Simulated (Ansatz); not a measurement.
Seven cases of bond dissociation energy of first-row species (electronic energies, kcal/mol); geometries: B3LYP-D3(BJ)/def2-TZVP. The cases were drawn at random from those of this class that have a high level and all functionals, leaving out states under which another spin lies or may lie. Left out are anions, K, Ca, elements past Kr, ionisation of Li, Na and Mg, pi-pi* triplets of linear molecules and other triplets made from a closed-shell parent. Runs that doubt their state, and full CI more than 15 mEh from coupled cluster, are set aside; a case stays where another high level and all functionals remain. AFQMC serves as high level only in triple zeta or larger, with a steady walk, a bar under 0.8 kcal/mol and agreement with other high levels or trials where they ran; where none ran, an unstable determinant or (outside 3d species) a high T1 diagnostic also bars it, so strongly correlated cases are thinned. No case was kept or dropped by the size of a functional's miss. High levels with a bar over 0.5 kcal/mol are left out too, and the seventh case lies inside the range of the six. Affinities count positive where energy is released, gaps as the second state minus the first. PBE0 is by Ansatz (a first-principles code) in def2-TZVPD. High levels (Ansatz): P = CCSD(T)/CBS(cc-pVQZ,cc-pV5Z) + [CCSDT(Q) - CCSD(T)]/cc-pVTZ + core + X2C; Q = CCSD(T)/CBS(cc-pVTZ,cc-pVQZ) + [CCSDT(Q) - CCSD(T)]/cc-pVDZ + core + X2C. UHF or UKS for unpaired electrons; spin-orbit terms are left out. CBS(X,Y): correlation extrapolated as X^-3, Hartree-Fock from the larger set (Q,5: extrapolated as (X+1)exp(-9√X)). A bracket is a step between two methods taken in the basis named. The functionals are non-relativistic, so their misses hold any scalar relativity. 'core' is core correlation in cc-pwCVTZ, 'X2C' scalar relativity in cc-pVTZ-DK, both at CCSD(T). Where a partner has so few electrons that a lower coupled-cluster level is exact, that level stands in. The restricted determinant of C2H5B (BC=C, singlet) is unstable towards broken spin symmetry in at least one set run. The UHF reference of C2H4B (B[C]=C, doublet) is spin-contaminated (<S^2> up to 0.11 over the pure value in the sets run). The UHF reference of C2H ([C]#C, doublet) is spin-contaminated (<S^2> up to 0.36 over the pure value in the sets run).

```
case                                                                                                      PBE0  level  high level
-------------------------------------------------------------------------------------------------------  -----  -----  ----------
BN2H5 (SMILES B(N)N) → BN2H4 (SMILES N[B]N, doublet) + H (doublet)                                       107.9      Q       113.3
C2H5B (SMILES BC=C) → C2H4B (SMILES B[C]=C, doublet) + H (doublet)                                        96.2      Q       102.8
CH6BN (SMILES BNC) → CH5BN (SMILES [BH]NC, doublet) + H (doublet)                                        107.0      Q       111.9
H4BNO2 (aminoboronic acid, SMILES NB(O)O) → H3BNO (SMILES [B](N)O, doublet) + HO (SMILES [OH], doublet)  144.3      Q       151.3
C2H3B (SMILES BC#C) → BH2 (SMILES [BH2], doublet) + C2H (SMILES [C]#C, doublet)                          151.4      P       150.8
H3BO2 (boronic acid, SMILES OBO) → H2BO (SMILES [BH]O, doublet) + HO (SMILES [OH], doublet)              150.9      P       156.5
CH3NO (SMILES NC=O) → CH2NO (SMILES [NH]C=O, doublet) + H (doublet)                                      119.9      Q    withheld
```

Fit a straight line from PBE0 to the high level over the first six rows by least squares, predict the seventh, and compare with the calculation.

Means: PBE0 126.28, high level 131.10. Sxx = 3176.23, Sxy = 3032.82, slope 0.9548, intercept +10.52 kcal/mol; residual standard deviation 2.8 kcal/mol. Seventh row: 0.9548·(119.9) +10.52 = 125.0 kcal/mol. The calculation gave 123.8 kcal/mol: the line differs from it by +1.2, PBE0 itself by -3.9.
